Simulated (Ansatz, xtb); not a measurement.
**Isomers of C3H4− in order of energy**

5 gas-phase structures of C3H4−, found in a search over its isomers (lower ones may exist). Each was relaxed with GFN2-xTB:

A. the doublet with the links of `[CH]1[CH-]C1`
B. the doublet with the links of `[H]/[C]=C\[CH2-]`
C. the doublet with the links of `[H]/[C]=C/[CH2-]`
D. the doublet with the links of `C=[C][CH2-]`
E. the doublet with the links of `[H]/[C-]=[C]/C`

Problem. Which do you expect lowest at r2SCAN-D4/def2-SVPD, and how would the others follow?

Solution. Calculated order at r2SCAN-D4/def2-SVPD: D (0.000), C (0.284), B (0.291), E (0.384), A (0.993) eV. Less than 1 kcal/mol parts C and B, so the order within that pair means little.

Energies above the lowest of each column, in eV; the last columns are at B3LYP-D3(BJ)/def2-SVPD geometries and were run for some of them only (a dash: not run or not comparable):

```
structure  GFN2-xTB  HF/STO-3G  r2SCAN-D4/def2-SVPD  B3LYP-D3(BJ)/def2-SVPD  CCSD(T)/def2-SVPD
        D     0.000      0.041                0.000                   0.000              0.000
        C     0.449      0.017                0.284                   0.362              0.299
        B     0.418      0.000                0.291                   0.364              0.313
        E     0.808      0.545                0.384                   0.417                  –
        A     0.623      0.586                0.993                       –                  –
```

CCSD(T)/def2-SVPD puts D lowest of those it was run on; HF/STO-3G picks B. Flexible structures stand in one conformer each, not always the lowest. Frequencies (B3LYP-D3(BJ)/def2-SVPD) were run for B, C, D alone. Open shells are spin-unrestricted, some with notable spin contamination.

Over these structures GFN2-xTB departs from r2SCAN-D4/def2-SVPD by 0.203 eV on average once a common shift is removed. A GFN2-xTB relaxation took about 0.042 s and the r2SCAN-D4/def2-SVPD energy about 1.6 s on a shared host (Ansatz 0.2.0, xtb 6.7.1).
